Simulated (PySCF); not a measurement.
Below is a simulated gas-phase F 1s photoelectron spectrum of `F/C=C(\F)CF`.

Every computed line was given a Gaussian of 0.4 eV full width at half maximum and an area set by the number of equivalent atoms; the highest printed point is 100. Computed with delta-SCF UKS SCAN, pcX-2 on the ionised atom, pcseg-1 elsewhere, spin-free X2C in PySCF 2.14.0.

```csv
binding energy (eV),intensity
692.9,0
693.0,2
693.1,7
693.2,22
693.3,49
693.4,81
693.5,100
693.6,97
693.7,75
693.8,48
693.9,24
694.0,9
694.1,3
694.2,1
694.3,0
```

Task: Count the maxima, the lines and the sites behind this envelope.

Result: The curve has 1 maximum (at 693.5 eV). Under it lie 3 lines from 3 inequivalent fluorine sites. At this width some lines have no maximum of their own.

Task: Decompose the envelope and assign each component. Numbering: `[F:1]/[CH:2]=[C:3](\[F:4])[CH2:5][F:6]`.

Result: 
```csv
position (eV),relative area,line,atoms,environment
693.46,1,F 1s,F6,alkyl fluorine
693.50,1,F 1s,F1,vinyl fluorine
693.70,1,F 1s,F4,vinyl fluorine
```

Task: What are the centre and the root-mean-square width of the whole band?

Result: The area-weighted mean of the lines is 693.55 eV. Their own spread about it is 0.11 eV (rms) and each Gaussian has σ = 0.4/2.355 = 0.17 eV; the variances add, which gives 0.20 eV.

The 3 F 1s values lie within 0.24 eV of each other; Gaussian lines of 0.5 eV full width would blend them into one maximum.

No satellites, vibrations or lifetime broadening are included. One conformer (not necessarily the lowest) at the GFN2-xTB geometry, without solvent, vibrations or thermal averaging.

On an Arm Neoverse N1 with one thread, shared host with 64 logical CPUs at a one-minute load of 58, this took 68 s wall and 0.44 GiB of memory at its peak.

The values belong to the conformer `[F:1]/[CH:2]=[C:3](\[F:4])[CH2:5][F:6]`: C2–C3–C5–F6 0°.
